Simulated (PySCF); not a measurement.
# Functional dependence of a UV spectrum

Compound: FHO.
Geometry (PBE0-D3(BJ)/def2-SVP, Å), atoms numbered from 1 in this order:
```
atom  x, y, z in Å
O1    -0.190    0.490    0.000
F2     1.008   -0.239    0.000
H3    -0.818   -0.251    0.000
```

Linear-response calculations in the def2-SVPD basis (PySCF; singlets by full response, triplets Tamm–Dancoff, core orbitals frozen in the response; HF means time-dependent Hartree–Fock). 'Strongest' is the level of largest summed f among the singlets computed (10 roots, of which the last may lack a degenerate partner); it can jump between rows when another state enters that window. S1 is the lowest singlet of each run and needn't be the same state throughout; f(S1) is that of one state. Geometry: PBE0-D3(BJ)/def2-SVP; no solvent, vibrations or thermal averaging.

```json
{"functional": "LDA", "kind": "LDA", "S1 (eV)": "4.92", "f(S1)": "0.000", "strongest (eV)": "10.37", "T1 (eV)": "3.70", "HOMO (eV)": "-7.44", "gap (eV)": "4.23", "ionisation energy, ΔSCF (eV)": "12.91"}
{"functional": "PBE", "kind": "GGA", "S1 (eV)": "5.00", "f(S1)": "0.001", "strongest (eV)": "10.20", "T1 (eV)": "3.64", "HOMO (eV)": "-7.28", "gap (eV)": "4.40", "ionisation energy, ΔSCF (eV)": "12.63"}
{"functional": "B3LYP", "kind": "global hybrid, 20% exact exchange", "S1 (eV)": "5.14", "f(S1)": "0.000", "strongest (eV)": "10.76", "T1 (eV)": "3.80", "HOMO (eV)": "-9.10", "gap (eV)": "7.42", "ionisation energy, ΔSCF (eV)": "13.04"}
{"functional": "BHandHLYP", "kind": "global hybrid, 50% exact exchange", "S1 (eV)": "5.33", "f(S1)": "0.000", "strongest (eV)": "11.33", "T1 (eV)": "3.94", "HOMO (eV)": "-11.49", "gap (eV)": "11.70", "ionisation energy, ΔSCF (eV)": "13.14"}
{"functional": "CAM-B3LYP", "kind": "range-separated hybrid", "S1 (eV)": "5.16", "f(S1)": "0.000", "strongest (eV)": "10.88", "T1 (eV)": "3.80", "HOMO (eV)": "-11.01", "gap (eV)": "10.90", "ionisation energy, ΔSCF (eV)": "13.14"}
{"functional": "wB97X-D", "kind": "range-separated hybrid", "S1 (eV)": "5.22", "f(S1)": "0.000", "strongest (eV)": "11.01", "T1 (eV)": "3.92", "HOMO (eV)": "-11.41", "gap (eV)": "12.10", "ionisation energy, ΔSCF (eV)": "13.05"}
{"functional": "LC-wPBE", "kind": "range-separated hybrid", "S1 (eV)": "5.23", "f(S1)": "0.000", "strongest (eV)": "11.00", "T1 (eV)": "3.80", "HOMO (eV)": "-12.31", "gap (eV)": "13.53", "ionisation energy, ΔSCF (eV)": "13.11"}
{"functional": "HF", "kind": "Hartree–Fock", "S1 (eV)": "5.64", "f(S1)": "0.000", "strongest (eV)": "14.48", "T1 (eV)": "4.17", "HOMO (eV)": "-14.89", "gap (eV)": "17.32", "ionisation energy, ΔSCF (eV)": "not settled"}
```

**Question.** What does PBE0 (global hybrid, 25% exact exchange) give?

**Answer.** S1 (eV) 5.19, f(S1) 0.000, strongest (eV) 10.97, T1 (eV) 3.77, HOMO (eV) -9.38, gap (eV) 8.16, ionisation energy, ΔSCF (eV) 12.95. S1 runs from 4.92 eV (LDA) to 5.64 eV (HF), a spread of 0.71 eV, while the orbital gap spreads over 13.1 eV. Along PBE (0%), B3LYP (20%), PBE0 (25%), BHandHLYP (50%), HF (100%) S1 rises with the share of exact exchange. −ε(HOMO) comes closest to its own ΔSCF ionisation energy with LC-wPBE (-0.79 eV) and misses most with LDA (-5.47 eV). 'Not settled' means that the ion's SCF failed to converge or may have ended in another state than the lowest.
